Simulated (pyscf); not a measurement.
Structures and frequencies: ωB97X-D3(BJ)/def2-SVP in PySCF.

SMILES: [W]([F])([F])([SH])([F])([F])[F]
```xyz
8

F      0.5324    -0.1441     1.0404
W     -0.9544     0.1028    -0.0162
F     -1.2533    -1.7027    -0.2776
F     -2.1595     0.4008    -1.3777
F     -2.0201    -0.1295     1.4995
F     -1.1005     1.9037     0.3740
S      0.7438     0.3117    -1.6141
H     -0.0599     0.5263    -2.6755
```
Charge 0, spin multiplicity 1.

Question: List the bond dissociation enthalpies at 298 K of F–W(F)(F)(F)(F)–SH (SMILES [F][W]([F])([F])([F])([F])[SH]) from ωB97M-D3(BJ)/def2-TZVP, from the weakest bond up.

Answer: S–W to [F–W(F)(F)(F)–F]• + SH•: 216.1 kJ/mol; H–S to [F–W(F)(F)(F)(F)–S]• + H•: 370.4 kJ/mol; F–W to F• + [F–W(F)(F)(F)–SH]•: 383.6 kJ/mol. Ring and multiple bonds, and those that leave no two simple radicals, are not listed. The radicals are drawn with the spin at the cut bond; how far it spreads was not checked. Other isomers of [F–W(F)(F)(F)–SH]•, [F–W(F)(F)(F)(F)–S]• were not searched in full and may lie lower. Left out: the spin-orbit lowering of F, SH. Open-shell species with a d-block atom are single-reference here; other states, and whether the spin sits on metal or ligand, were not checked. Elements past Kr carry the def2 core potentials, without spin-orbit coupling.
